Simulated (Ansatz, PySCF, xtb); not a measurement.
Bonds broken one at a time in the series SiH2(OH)-X. All species are isolated molecules in the gas phase. One relaxed conformer stands for each flexible species; it need not be the lowest. Strings in code marks are SMILES.

Quantity: homolytic bond dissociation enthalpy at 298 K (no spin–orbit term), in kcal/mol. Thermal and zero-point terms are GFN2-xTB rigid-rotor harmonic values (xtb).

Level 1: frozen-core MP2/def2-TZVPP // PBE0-D4/def2-TZVP (Ansatz, a program for electronic structure)
Level 2: BP86/6-31G* // PBE0-D4/def2-TZVP (PySCF)
Level 3: PBE/6-31G* // PBE0-D4/def2-TZVP (PySCF)
Level 4: HF/3-21G // PBE0-D4/def2-TZVP (PySCF)

| species | level 2 | level 3 | level 4 |
|---|---|---|---|
| O–Si bond of `O[SiH3]`, giving `[OH]` and `[SiH3]` | 115.8 | 116.6 | 76.9 |
| Si–Si bond of `O[SiH2][SiH3]` (H–O–Si–Si torsion 59°), giving `O[SiH2]` and `[SiH3]` | 74.1 | 75.6 | 50.1 |
| Si–O bond of `O=C(O)[SiH2]O`, giving `O=C(O)[SiH2]` and `[OH]` | 118.5 | 119.5 | 82.1 |
| Si–O bond of `N#C[SiH2]O`, giving `N#C[SiH2]` and `[OH]` | 117.5 | 118.4 | 80.8 |
| C–Si bond of `CC(=O)[SiH2]O` (O–C–Si–O torsion 0°, C–Si–O–H torsion 0°), giving `C[C]=O` and `O[SiH2]` | 73.2 | 74.9 | 57.3 |
| C–C bond of `CC(=O)[SiH2]O` (O–C–Si–O torsion 0°, C–Si–O–H torsion 0°), giving `O=[C][SiH2]O` (O–C–Si–O torsion 145°, C–Si–O–H torsion 45°) and `[CH3]` | 77.8 | 80.5 | 55.7 |
| C–Si bond of `CC[SiH2]O` (C–C–Si–O torsion -58°, C–Si–O–H torsion -73°), giving `O[SiH2]` and `[CH2]C` | 82.8 | 84.7 | 65.2 |
| C–C bond of `CC[SiH2]O` (C–C–Si–O torsion -58°, C–Si–O–H torsion -73°), giving `[CH2][SiH2]O` and `[CH3]` | 86.0 | 88.8 | 58.1 |

What does level 1 give for each?


- O–Si bond of `O[SiH3]`, giving `[OH]` and `[SiH3]`: 128.6
- Si–Si bond of `O[SiH2][SiH3]` (H–O–Si–Si torsion 59°), giving `O[SiH2]` and `[SiH3]`: 75.7
- Si–O bond of `O=C(O)[SiH2]O`, giving `O=C(O)[SiH2]` and `[OH]`: 131.3
- Si–O bond of `N#C[SiH2]O`, giving `N#C[SiH2]` and `[OH]`: 134.6
- C–Si bond of `CC(=O)[SiH2]O` (O–C–Si–O torsion 0°, C–Si–O–H torsion 0°), giving `C[C]=O` and `O[SiH2]`: 76.4
- C–C bond of `CC(=O)[SiH2]O` (O–C–Si–O torsion 0°, C–Si–O–H torsion 0°), giving `O=[C][SiH2]O` (O–C–Si–O torsion 145°, C–Si–O–H torsion 45°) and `[CH3]`: 78.9
- C–Si bond of `CC[SiH2]O` (C–C–Si–O torsion -58°, C–Si–O–H torsion -73°), giving `O[SiH2]` and `[CH2]C`: 90.6
- C–C bond of `CC[SiH2]O` (C–C–Si–O torsion -58°, C–Si–O–H torsion -73°), giving `[CH2][SiH2]O` and `[CH3]`: 88.9
